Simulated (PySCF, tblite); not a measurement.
Isomers of C3H9OP, one GFN2-xTB conformer each. Single-point energies are computed at PBE0/pcSseg-1 (PySCF, gas phase, no added dispersion term), electronic only.

Problem. Rank them by PBE0/pcSseg-1 energy, lowest first (kcal/mol).
A. `[CH3:1][O:2][CH2:3][PH:4][CH3:5]` with C1–O2–C3–P4 68°, O2–C3–P4–C5 70°
B. `CP(C)(=O)C`

Solution. B (0.0), A (43.7).

As drawn, the lower has a P=O bond, which the higher lacks. GFN2-xTB itself gives, in the same order: 0.0, 45.7. Both levels put the same isomer lowest.

Problem. Which frontier levels, dipoles and rotational constants go with these structures?

Solution. 
| SMILES | HOMO (eV, PBE0/pcSseg-1) | LUMO (eV) | dipole (D) | A, B, C (MHz) |
| --- | --- | --- | --- | --- |
| CP(C)(C)=O | -7.47 | 0.93 | 4.14 | 3733, 3733, 3504 |
| COCPC | -6.65 | 0.74 | 0.50 | 6852, 2316, 2206 |

Problem. What happens when harmonic zero-point energies from GFN2-xTB frequencies are added?

Solution. 
```tsv
SMILES	ZPE (kcal/mol)	electronic (kcal/mol)	with ZPE (kcal/mol)
CP(C)(C)=O	71.5	0.0	0.0
COCPC	71.4	43.7	43.6
```

The zero-point energies span 0.1 kcal/mol. The order is unchanged.
